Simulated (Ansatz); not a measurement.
# SiNH₃ (triplet): wave-function methods side by side at distance N1–H4 along a hydrogen transfer = 1.714 Å, cc-pVDZ

How much of the correlation energy of SiNH₃ (triplet) does each wave-function method recover here?

The runs use Ansatz 0.2.0, Gaussian basis; cc-pVDZ, core rule «outside noble gas», up to 6 orbitals frozen.

Plan: UHF; CCSD(T) on ROHF; CCSD(T) on UHF; BCCD(T) on ROHF; CISD; CCSDT(Q) on ROHF; CCSDT(Q) on UHF; CASSCF and MRCISD+Q, 4 electrons in 4 orbitals; CASSCF and NEVPT2, 4 electrons in 4 orbitals.

7 further runs of the same task are left out: 6 that didn't finish, 1 set aside as unsound or not needed.

## Step 1: What is computed

The geometry derives from fragments relaxed apart (PBE0/def2-TZVP) and kept rigid, so it is no stationary point. A hydrogen atom is moved between rigid fragments.

5 atoms, charge 0, spin multiplicity 3.

Atoms are counted from 1 here; the program's logs count them from 0.

Bond lengths: N1–H2 1.012 Å, N1–H3 1.012 Å, H4–Si5 1.440 Å. Angles: H2–N1–H3 107.1°.

Coordinates:

```xyz
5
charge 0, multiplicity 3
N    -1.98843   -0.01264   -0.01967
H    -2.28571    0.95520   -0.01966
H    -2.28571   -0.41493    0.86059
H    -0.27443   -0.01264   -0.01967
Si    1.16557   -0.01263   -0.01967
```

## Step 2: UHF

Contents of in.yaml:

```yaml
crystal:
  periodic: [false, false, false]
  atoms:
    - {symbol: N, position_ang: [-1.988429, -0.012635, -0.019666]}
    - {symbol: H, position_ang: [-2.285709, 0.955198, -0.019665]}
    - {symbol: H, position_ang: [-2.285708, -0.414935, 0.860594]}
    - {symbol: H, position_ang: [-0.274429, -0.012635, -0.019666]}
    - {symbol: Si, position_ang: [1.165571, -0.012634, -0.019666]}
basis:
  gaussian: {orbitals: cc-pVDZ}
magnetization: {spin_polarized: true, initial_magnetization: 2}
hamiltonian: {xc: hf}
output: {orbitals: {seedname: orbitals}}
```

On the command line:

```sh
$ ansatz run in.yaml --threads 1 --pin off --events-out ev --progress --plain --max-ram 2393MiB
```

The runs that follow: CCSD(T) on ROHF; CCSD(T) on UHF; BCCD(T) on ROHF; CISD; CCSDT(Q) on ROHF; CCSDT(Q) on UHF; CASSCF and MRCISD+Q, 4 electrons in 4 orbitals; CASSCF and NEVPT2, 4 electrons in 4 orbitals.

Q: Predict the results of all the runs planned. Wanted: UCCSDT(Q) below the RHF energy; RMP2 from UCCSDT(Q); UMP2 from UCCSDT(Q); RCCSD from UCCSDT(Q); RCCSD(T) from UCCSDT(Q); UCCSD(T) from UCCSDT(Q); RCCSDT(Q) from UCCSDT(Q); MRCISD+Q pair from UCCSDT(Q); T1 diagnostic.

As calculated:

| quantity | value |
| --- | --- |
| UCCSDT(Q) below the RHF energy | -7.5289 eV |
| RMP2 from UCCSDT(Q) | +1352.0 meV |
| UMP2 from UCCSDT(Q) | +1428.9 meV |
| RCCSD from UCCSDT(Q) | +199.3 meV |
| RCCSD(T) from UCCSDT(Q) | +42.3 meV |
| UCCSD(T) from UCCSDT(Q) | +44.3 meV |
| RCCSDT(Q) from UCCSDT(Q) | +0.6 meV |
| MRCISD+Q pair from UCCSDT(Q) | +82.9 meV |
| levels within 1 kcal/mol (43 meV) | RCCSD(T), BCCD(T), RCCSDT, UCCSDT, RCCSDT(Q) |
| T1 diagnostic | 0.029 |

In words: RCCSD(T) lands +42.3 meV from the yardstick (0.6 % of the correlation energy). These misses are within one basis, not against nature; the frozen cores of restricted and unrestricted runs differ, which can shift their rows.
